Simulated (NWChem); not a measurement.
## Correlation energy of acetonitrile (C₂H₃N)

```
C
H 1 1.0993
H 1 1.0993 2 108.68
H 1 1.0993 2 108.68 3 -118.12
C 1 1.4532 2 110.25 3 120.94
N 5 1.1569 2 150.64 1 180.00
```
Charge 0, spin multiplicity 1.

The numbers come from NWChem runs, not from measurements. All single points use one geometry, from PBE0/def2-SVP, a minimum by its harmonic frequencies.

Basis set: def2-TZVP. Each correlation energy counts from its own Hartree-Fock reference.

The correlated methods keep 3 core orbitals frozen. No row is a measurement; the coupled-cluster row has its own basis-set and correlation limits.

Problem. Order these methods by the correlation energy they give, lowest first: CR-CCSD(T), SCS-MP2, MP2, CCSD.

Solution. CR-CCSD(T) (-541.3 mHa), CCSD (-522.4 mHa), MP2 (-506.8 mHa), SCS-MP2 (-502.0 mHa)
